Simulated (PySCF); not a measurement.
Gas-phase reaction: O2 + 2 HF ⇌ H2O2 + F2

Computed with PySCF and rigid-rotor harmonic-oscillator thermochemistry at 1 bar. The comparison is the NASA 1993 polynomial table, which mixes measured and estimated data. S°(298 K) at PBE0/def2-TZVP differs from the NASA 1993 table for H2O2 (-8 J/mol/K); whether the harmonic model or the table's entry is off was not settled. † marks an energy on the PBE0/def2-TZVP geometry and frequencies. CCSD(T) freezes the core. Open shells (unrestricted): O2 (multiplicity 3); the rest are closed-shell singlets. B3LYP is the form with VWN-RPA correlation. No R ln 2 is added for the mirror-image form of H2O2. CCSD(T) isn't extrapolated to the basis-set limit; its ΔH°(298 K) is 415.4 kJ in def2-SVP and 415.9 kJ in def2-TZVPP. The harmonic model lacks anharmonicity and excited electronic states, which grow with temperature; levels with a mode under 35 cm⁻¹ are left out. Internal rotation in H2O2 is treated as a harmonic vibration of one conformer, which makes the entropy rough.

| level | ΔH°(298 K), kJ | minus table | ΔG°(2000 K), kJ |
|---|---|---|---|
| table | 408.8 | - | 645.6 |
| B3LYP/def2-TZVP† | 414.4 | 5.6 | 668.5 |
| CCSD(T)/def2-TZVPP† | 415.9 | 7.1 | 670.0 |
| HF/def2-TZVP† | 538.4 | 129.6 | 792.5 |
| PBE/def2-TZVP† | 391.3 | -17.5 | 645.4 |
| PBE0/def2-QZVP† | 427.1 | 18.3 | 681.2 |
| ωB97X-V/def2-TZVP† | 411.3 | 2.5 | 665.5 |
